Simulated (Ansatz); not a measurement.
# MgHCl (SMILES [MgH][Cl]): single points off equilibrium

Aim: energy, forces and dipole at a structure displaced at random from a GFN2-xTB minimum, from CCSD(T) and from density functionals.

Program: Ansatz 0.2.0, Gaussian basis. Level of theory: single points in def2-TZVPP. These are calculated values, not measurements.

Cores are frozen in the correlated methods. The outer core shell of Li, Na, Mg and K is correlated.

### Step 1. The system as given

SMILES `[MgH][Cl]`, 3 atoms, charge 0, spin multiplicity 1.

Atoms are counted from 1 here; the program's logs count them from 0.

Bond lengths: Mg1–Cl2 2.205 Å, Mg1–H3 1.572 Å. Angles: Cl2–Mg1–H3 173.2°.

Geometry (Å):

```xyz
3
charge 0, multiplicity 1
Mg   -0.1022   -0.0697   -0.0400
Cl    1.8020   -0.2813    1.0510
H    -1.5439    0.0320   -0.6589
```

### Step 2. CCSD(T)/def2-TZVPP

Contents of run/in.yaml:

```yaml
crystal:
  periodic: [false, false, false]
  atoms:
    - {symbol: Mg, position_ang: [-0.102200, -0.069700, -0.040000]}
    - {symbol: Cl, position_ang: [1.802000, -0.281300, 1.051000]}
    - {symbol: H, position_ang: [-1.543900, 0.032000, -0.658900]}
basis:
  gaussian: {orbitals: def2-TZVPP}
correlation: {method: ccsd_t}
output: {forces: true}
```

No record of the launch command was kept for these runs.

### Step 3. PBE0-D4/def2-TZVPP

run/in.yaml: that of step 2 with these lines changed.

```diff
@@ -8,3 +8,3 @@
   gaussian: {orbitals: def2-TZVPP}
-correlation: {method: ccsd_t}
-output: {forces: true}
+hamiltonian: {xc: pbe0, dispersion: d4}
+output: {forces: true, orbitals: {seedname: orbitals}}
```

### Step 4. wB97M-V/def2-TZVPP

run/in.yaml: that of step 3 with these lines changed.

```diff
@@ -8,3 +8,3 @@
   gaussian: {orbitals: def2-TZVPP}
-hamiltonian: {xc: pbe0, dispersion: d4}
-output: {forces: true, orbitals: {seedname: orbitals}}
+hamiltonian: {xc: {name: wB97M-V}}
+output: {forces: true}
```

### Step 5. r2SCAN-D4/def2-TZVPP

run/in.yaml: that of step 4 with these lines changed.

```diff
@@ -8,3 +8,3 @@
   gaussian: {orbitals: def2-TZVPP}
-hamiltonian: {xc: {name: wB97M-V}}
+hamiltonian: {xc: r2scan, dispersion: d4}
 output: {forces: true}
```

### Step 6. PBE-D4/def2-TZVPP

run/in.yaml: that of step 5 with these lines changed.

```diff
@@ -8,3 +8,3 @@
   gaussian: {orbitals: def2-TZVPP}
-hamiltonian: {xc: r2scan, dispersion: d4}
+hamiltonian: {xc: pbe, dispersion: d4}
 output: {forces: true}
```

### Step 7. CAM-B3LYP-D4/def2-TZVPP

run/in.yaml: that of step 6 with these lines changed.

```diff
@@ -8,3 +8,3 @@
   gaussian: {orbitals: def2-TZVPP}
-hamiltonian: {xc: pbe, dispersion: d4}
+hamiltonian: {xc: {name: CAM-B3LYP}, dispersion: d4}
 output: {forces: true}
```

### Step 8. BLYP-D4/def2-TZVPP

run/in.yaml: that of step 7 with these lines changed.

```diff
@@ -8,3 +8,3 @@
   gaussian: {orbitals: def2-TZVPP}
-hamiltonian: {xc: {name: CAM-B3LYP}, dispersion: d4}
+hamiltonian: {xc: {name: BLYP}, dispersion: d4}
 output: {forces: true}
```

(Steps that only read results are left out.)

What does the calculation give? Wanted: energy less free atoms, CCSD(T)/def2-TZVPP; RMS force component; RMS force error; HOMO and LUMO, PBE0-D4; T1 diagnostic.

**Answer**, as computed:

| quantity | value |
| --- | --- |
| energy less free atoms, CCSD(T)/def2-TZVPP | -6.105 eV |
| RMS force component | 0.622 to 0.703 eV/Å over the methods |
| RMS force error | PBE0-D4 0.069, wB97M-V 0.017, r2SCAN-D4 0.074, PBE-D4 0.060, CAM-B3LYP-D4 0.064, BLYP-D4 0.068 eV/Å |
| HOMO and LUMO, PBE0-D4 | -8.45 and -0.93 eV |
| T1 diagnostic | 0.006 |

In words: Against CCSD(T) the functionals' energies less atoms differ by -0.390 to -0.031 eV, PBE-D4 by -0.109 eV. CCSD(T) in triple zeta still lacks some correlation energy of the bonds, so part of these gaps is its own basis error and they don't rank the functionals. On forces the order runs from wB97M-V to r2SCAN-D4. Frozen-core CCSD(T) forces in triple zeta carry basis errors of their own, and this is one geometry, so small gaps rank nothing.
